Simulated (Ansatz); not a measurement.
C$_{3}$H$_{6}$F$_{2}$O, SMILES `CCOC(F)F`. Charge 0, multiplicity 1. Geometry: relaxed with PBE0-D4/def2-TZVP. It is one conformer, not always the lowest.

```xyz
12

C     0.045   -0.492   -1.462
C    -0.321   -0.832   -0.036
O     0.582   -0.247    0.905
C     0.283    1.017    1.266
F     1.340    1.511    1.922
F    -0.773    1.041    2.126
H    -0.042    0.578   -1.663
H     1.070   -0.799   -1.677
H    -0.624   -1.014   -2.150
H    -0.245   -1.906    0.137
H    -1.346   -0.535    0.203
H     0.031    1.680    0.429
```

Task: What is the dipole moment at PBE/def2-TZVPP? (Best estimate.)

Result: Ansatz gave: 3.00 D, with components (-1.04, -0.70, -2.72) D in this frame, pointing from negative to positive charge.

Task: And with r2SCAN, B3LYP, ωB97M-V? (Estimate.)

Result: Computed: r2SCAN 3.10 D, B3LYP 3.18 D, ωB97M-V 3.18 D.

Task: Give the Mulliken charges with PBE, r2SCAN, B3LYP in def2-TZVPP. (Best estimate.)

Result: The calculation gave: 
```csv
atom,PBE,r2SCAN,B3LYP
C1,-0.24,-0.13,-0.23
C2,0.00,0.11,0.02
O3,-0.20,-0.28,-0.27
C4,0.29,0.42,0.39
F5,-0.15,-0.19,-0.19
F6,-0.17,-0.21,-0.21
H7,0.07,0.04,0.07
H8,0.10,0.06,0.09
H9,0.08,0.04,0.08
H10,0.09,0.05,0.10
H11,0.08,0.05,0.09
H12,0.04,0.03,0.06
```

B3LYP here is the variant with VWN-RPA as its local correlation; programs differ in this.
